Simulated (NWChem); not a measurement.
**One shape, several levels: [C4H5]− (SMILES [C-]#CCC)**

We compute a comparison of 5 runs (HF/STO-3G, HF/3-21G, B3LYP/6-31G*, TPSSh/6-311+G**) of [C4H5]−. 

The calculation is run with NWChem 7.3.0.

### Step 1. The structure to begin with

[C4H5]−: 9 atoms, total charge -1, spin state singlet. SMILES: `[C-]#CCC`. Geometry: relaxed at GFN2-xTB.

Bond lengths: C1–C2 1.229 Å, C2–C3 1.490 Å, C3–C4 1.537 Å, C3–H5 1.111 Å, C3–H6 1.111 Å, C4–H7 1.099 Å, C4–H8 1.092 Å, C4–H9 1.092 Å. Some angles: C1–C2–C3 179.3°, C2–C3–C4 112.5°, C2–C3–H5 111.0°, C2–C3–H6 111.1°, C4–C3–H5 107.9°, C4–C3–H6 107.9°, C3–C4–H7 112.3°, C3–C4–H8 110.1°, C3–C4–H9 110.1°, H5–C3–H6 106.2°.

### Step 2. Energy and gradient at HF/STO-3G (run 1)

The input, work.nw:

```
start work
memory 2200 mb
charge -1

geometry units angstrom noautosym nocenter noautoz
   C        0.426710       1.495950      -2.238620
   C        0.511540       0.833940      -1.207000
   C        0.632710       0.036760       0.046330
   C       -0.728770      -0.446300       0.570080
   H        1.116610       0.630820       0.851390
   H        1.275470      -0.856570      -0.108600
   H       -0.636240      -1.028000       1.498190
   H       -1.217830      -1.073950      -0.177610
   H       -1.380200       0.407350       0.765840
end

basis spherical bse
   * library STO-3G
end

scf
   thresh 1e-08
   maxiter 80
end

task scf gradient
```

The run is started by

```console
$ nwchem work.nw > work.out
```

The log of the run:

```text
[...]
  functions       =    25
[...]
  wavefunction    = RHF
[...]
         Total SCF energy =   -152.233732424971
      One-electron energy =   -402.676386995268
      Two-electron energy =    155.282570185706
 Nuclear repulsion energy =     95.160084384590
        Time for solution =      1.0s
[...]
                         RHF ENERGY GRADIENTS
    atom               coordinates                        gradient
                 x          y          z           x          y          z
   1 C       0.806365   2.826936  -4.230378   -0.004518   0.040590  -0.062969
   2 C       0.966670   1.575918  -2.280899    0.002897  -0.040090   0.061955
   3 C       1.195649   0.069466   0.087551   -0.021246  -0.008279   0.009167
   4 C      -1.377176  -0.843385   1.077295    0.012135   0.008443  -0.010417
   5 H       2.110087   1.192077   1.608894    0.004976   0.010303   0.006042
   6 H       2.410289  -1.618683  -0.205224    0.007045  -0.008846  -0.006293
   7 H      -1.202319  -1.942638   2.831169    0.002049  -0.004143   0.006775
   8 H      -2.301365  -2.029471  -0.335634   -0.001326  -0.002629  -0.004422
   9 H      -2.608200   0.769780   1.447228   -0.002011   0.004650   0.000161
[...]
```

Wall time 1.7 s (1 thread of Intel Xeon Platinum 8488C (Sapphire Rapids), shared host); peak memory 0.099 GiB.

### Step 3. Energy and forces at HF/3-21G (run 2)

The input, struct.nw:

```
start struct
title "C4H5"
memory stack 880 mb heap 220 mb global 1100 mb
charge -1

geometry units angstroms noautosym nocenter noautoz
C     0.426710    1.495950   -2.238620
C     0.511540    0.833940   -1.207000
C     0.632710    0.036760    0.046330
C    -0.728770   -0.446300    0.570080
H     1.116610    0.630820    0.851390
H     1.275470   -0.856570   -0.108600
H    -0.636240   -1.028000    1.498190
H    -1.217830   -1.073950   -0.177610
H    -1.380200    0.407350    0.765840
end

basis spherical bse
* library 3-21G
end

scf
nopen 0
rhf
thresh 1e-08
maxiter 80
end

task scf gradient
```

The run is started by

```console
$ nwchem struct.nw > struct.out
```

The log of the run:

```text
[...]
  functions       =    46
[...]
  wavefunction    = RHF
[...]
         Total SCF energy =   -153.392596389500
      One-electron energy =   -400.776710054613
      Two-electron energy =    152.224029280522
 Nuclear repulsion energy =     95.160084384590
        Time for solution =      1.1s
[...]
                         RHF ENERGY GRADIENTS
    atom               coordinates                        gradient
                 x          y          z           x          y          z
   1 C       0.806365   2.826936  -4.230378    0.001380  -0.003782   0.006195
   2 C       0.966670   1.575918  -2.280899   -0.003294   0.011154  -0.017870
   3 C       1.195649   0.069466   0.087551   -0.014199  -0.005340   0.005749
   4 C      -1.377176  -0.843385   1.077295    0.012275   0.004796  -0.004923
   5 H       2.110087   1.192077   1.608894    0.004414   0.006560   0.009272
   6 H       2.410289  -1.618683  -0.205224    0.006243  -0.010352  -0.001629
   7 H      -1.202319  -1.942638   2.831169   -0.000468  -0.002872   0.004396
   8 H      -2.301365  -2.029471  -0.335634   -0.002808  -0.003597  -0.002804
   9 H      -2.608200   0.769780   1.447228   -0.003543   0.003435   0.001615
[...]
```

Wall time 1.8 s (1 thread of Intel Xeon Platinum 8488C (Sapphire Rapids), shared host); peak memory 0.099 GiB.

### Step 4. Energy and forces at B3LYP/6-31G(d) (spherical functions) (run 3)

The input, c4h5.xyz:

```xyz
9
C4H5 gradient
C      0.426710     1.495950    -2.238620
C      0.511540     0.833940    -1.207000
C      0.632710     0.036760     0.046330
C     -0.728770    -0.446300     0.570080
H      1.116610     0.630820     0.851390
H      1.275470    -0.856570    -0.108600
H     -0.636240    -1.028000     1.498190
H     -1.217830    -1.073950    -0.177610
H     -1.380200     0.407350     0.765840
```

The input, c4h5.nw:

```
start c4h5
title "C4H5 gradient"
memory stack 880 mb heap 220 mb global 1100 mb
charge -1
geometry units angstroms noautosym nocenter noautoz
 load c4h5.xyz
end
basis "ao basis" spherical bse
 C library 6-31G*
 H library 6-31G*
end
dft
 xc b3lyp
 grid xfine
 convergence energy 1e-08
 maxiter 100
 mulliken
end
task dft gradient
```

The run is started by

```console
$ nwchem c4h5.nw > c4h5.out
```

The log of the run:

```text
[...]
          Wavefunction type:  closed shell.
          No. of atoms     :     9
          No. of electrons :    30
[...]
          Charge           :    -1
          Spin multiplicity:     1
[...]
          AO basis - number of functions:    66
[...]
              XC Information
              --------------
                         B3LYP Method XC Potential
                     Hartree-Fock (Exact) Exchange  0.200
                        Slater Exchange Functional  0.800 local
                    Becke 1988 Exchange Functional  0.720 non-local
              Lee-Yang-Parr Correlation Functional  0.810
                  VWN I RPA Correlation Functional  0.190 local
[...]
 d= 0,ls=0.0,diis     1   -155.1258073193 -2.50D+02  4.87D-02  1.22D+00     2.6
[...]
 d= 0,ls=0.0,diis    11   -155.3157222354 -4.34D-10  3.27D-07  2.16D-10    24.7
         Total DFT energy =     -155.315722235441
      One electron energy =     -402.539216911631
           Coulomb energy =      175.832525992175
    Exchange-Corr. energy =      -23.769115700575
 Nuclear repulsion energy =       95.160084384591
[...]
  wavefunction    = closed shell
                         DFT ENERGY GRADIENTS
    atom               coordinates                        gradient
                 x          y          z           x          y          z
   1 C       0.806365   2.826936  -4.230378    0.003557  -0.020403   0.032091
   2 C       0.966670   1.575918  -2.280899   -0.005908   0.026454  -0.041800
   3 C       1.195649   0.069466   0.087551   -0.000441  -0.009949   0.015165
   4 C      -1.377176  -0.843385   1.077295   -0.001733   0.001828  -0.002663
   5 H       2.110087   1.192077   1.608894   -0.000178   0.003556   0.000562
   6 H       2.410289  -1.618683  -0.205224    0.000427  -0.001958  -0.002991
   7 H      -1.202319  -1.942638   2.831169   -0.000008   0.001835  -0.002885
   8 H      -2.301365  -2.029471  -0.335634    0.001937   0.001053   0.002380
   9 H      -2.608200   0.769780   1.447228    0.002347  -0.002416   0.000140
[...]
```

Wall time 29 s (1 thread of Intel Xeon Platinum 8488C (Sapphire Rapids), shared host); peak memory 0.14 GiB.

Run 4 isn't shown in full; the table further down has it.

### Step 5. Energy and forces at TPSSh/6-311+G(d,p) (run 5)

The input, c4h5.nw:

```
start c4h5
memory total 2200 mb
charge -1

geometry units bohr noautosym nocenter noautoz
  C      0.80636503     2.82693580    -4.23037870
  C      0.96667050     1.57591820    -2.28089943
  C      1.19564862     0.06946633     0.08755101
  C     -1.37717571    -0.84338477     1.07729507
  H      2.11008709     1.19207703     1.60889393
  H      2.41028898    -1.61868271    -0.20522426
  H     -1.20231935    -1.94263846     2.83116878
  H     -2.30136517    -2.02947137    -0.33563426
  H     -2.60820000     0.76977994     1.44722786
end

basis spherical bse
  C library 6-311+G**
  H library 6-311+G**
end

dft
  xc xctpssh
  grid fine
  convergence energy 1e-08
  iterations 100
  mulliken
end

task dft gradient
```

The run is started by

```console
$ nwchem c4h5.nw > c4h5.out
```

The log of the run:

```text
[...]
          Wavefunction type:  closed shell.
          No. of atoms     :     9
          No. of electrons :    30
[...]
          Charge           :    -1
          Spin multiplicity:     1
[...]
          AO basis - number of functions:   118
[...]
              XC Information
              --------------
                  TPSS hybrid Method XC Functional
                     Hartree-Fock (Exact) Exchange  0.100
                  TPSS metaGGA Exchange Functional  0.900
             TPSS03 metaGGA Correlation Functional  1.000
[...]
 WARNING : Found     1 linear dependencies
 S eigenvalue threshold:     1.00000E-05
[...]
 d= 0,ls=0.0,diis     1   -155.1990039226 -2.50D+02  2.01D-02  1.42D+00     4.1
[...]
 d= 0,ls=0.0,diis    11   -155.3984299052 -5.29D-09  6.39D-07  7.01D-10    32.7
         Total DFT energy =     -155.398429905158
      One electron energy =     -401.777291555804
           Coulomb energy =      174.919657905821
    Exchange-Corr. energy =      -23.700873695048
 Nuclear repulsion energy =       95.160077439874
[...]
  wavefunction    = closed shell
                         DFT ENERGY GRADIENTS
    atom               coordinates                        gradient
                 x          y          z           x          y          z
   1 C       0.806365   2.826936  -4.230379    0.003021  -0.017976   0.028233
   2 C       0.966671   1.575918  -2.280899   -0.006308   0.024593  -0.038961
   3 C       1.195649   0.069466   0.087551   -0.002532  -0.005857   0.008494
   4 C      -1.377176  -0.843385   1.077295    0.001419   0.001581  -0.001777
   5 H       2.110087   1.192077   1.608894    0.001081   0.002882   0.004311
   6 H       2.410289  -1.618683  -0.205224    0.001925  -0.004892  -0.000699
   7 H      -1.202319  -1.942638   2.831169   -0.001176   0.000753  -0.001402
   8 H      -2.301365  -2.029471  -0.335634    0.001154   0.000423   0.001534
   9 H      -2.608200   0.769780   1.447228    0.001414  -0.001507   0.000268
[...]
```

Run time: 41 s. Hardware: 1 thread of Intel Xeon Platinum 8488C (Sapphire Rapids), shared host; peak memory 0.12 GiB.

### Step 6. Overview of the runs

```csv
run,level,iteration cap,module,energy (Eh),HOMO energy (eV),LUMO energy (eV),HOMO–LUMO gap (eV),wall time
1,HF/STO-3G,80,scf,-152.233732,1.59,20.45,18.86,1.7 s
2,HF/3-21G,80,scf,-153.392596,-2.34,11.50,13.84,1.8 s
3,B3LYP/6-31G* (spherical functions),100,dft,-155.315722,0.80,6.85,6.06,29 s
4,B3LYP/6-31G* (Cartesian functions),100,dft,-155.319828,0.77,6.84,6.08,31 s
5,TPSSh/6-311+G**,100,dft,-155.398430,-0.19,3.29,3.48,41 s
```

### Step 7. What came out

| quantity | value |
| --- | --- |
| run 5: total energy | -155.39843 Eh |
| run 5: HOMO energy | -0.19 eV |
| run 5: LUMO energy | 3.29 eV |
| run 5: HOMO–LUMO gap (to an unbound level, set by the basis) | 3.48 eV |
| run 5: largest force on an atom | 2.391 eV/Å |

In words: The HOMO–LUMO gap runs from 3.48 eV (TPSSh/6-311+G**) to 18.86 eV (HF/STO-3G). The two ends differ in method and basis. The empty levels of an anion lie above zero and hang on the basis. Totals of different functionals can't be ranked against each other. In runs 1, 3, 4 the HOMO lies above zero, so the outermost electron may be held by the basis alone. In run 1 the basis is minimal, so the values are rough. All runs together took 1.7 min, the longest 41 s.
